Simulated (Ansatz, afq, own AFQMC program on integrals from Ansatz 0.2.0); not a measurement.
**HSBr, triplet: AFQMC among the cluster methods**

```xyz
3

Br    0.0000    0.0000   -1.6453
H     0.0000    0.0000    0.1327
S     0.0000    0.0000    1.5127
```

Connectivity, by distances: Br ··· S, 1 bridging H.

Basis cc-pVTZ. Noble-gas cores (and the filled d shells of Ga–Kr and In–Xe) are frozen. AFQMC by an in-house program on the Cholesky factors that Ansatz 0.2.0 writes for its CCSD(T) run. The CISD trial takes its coefficients from CCSD amplitudes. Released means that phaseless walkers are propagated on without the constraint, phases kept. Error bars are statistical, one sigma. No spin–orbit coupling.

Determinant: UHF, the one that the program's search chose, which needn't be the lowest solution. The geometry is a point of a scan.

No full CI on the walks' own integrals is used here; CCSDT(Q) serves as the reference and is uncertain by about the last step of the cluster series.

Cautions: no relativity below Rb; no spin-orbit coupling; inner d shell frozen; lower spins were not checked.

```
T1 diagnostic                               : 0.0151
weight of the determinant in the CISD state : 0.855
⟨S²⟩ of the determinant                     : 2.038
size of the correlated space                : 14 electrons in 72 orbitals
```

Reference: CCSDT(Q), correlation energy -9.769 eV. The released energy is read at 1.62 1/Eh, later times being too noisy (meV from the phaseless value at times in 1/Eh: -2 ± 13 at 0.24, -22 ± 5 at 0.51, -27 ± 5 at 0.99, -19 ± 6 at 1.62, -27 ± 11 at 2.40).

```csv
level,E − E(reference) (mEh),share of correlation (%)
HF,359.00,0.00
MP2,56.95,84.14
CCSD,15.24,95.76
CCSD(T),2.05,99.43
CCSDT,0.56,99.84
ph-AFQMC/CISD,0.90 ± 0.14,99.75
released AFQMC,0.20 ± 0.21,99.95
```

A walk keeps the symmetry of its determinant, which the program's search chose and which needn't be the lowest solution, so a lower state of the same spin and another symmetry isn't excluded. Released energies are given only where the last usable release times agree within the noise; a slower fall can still hide under it.
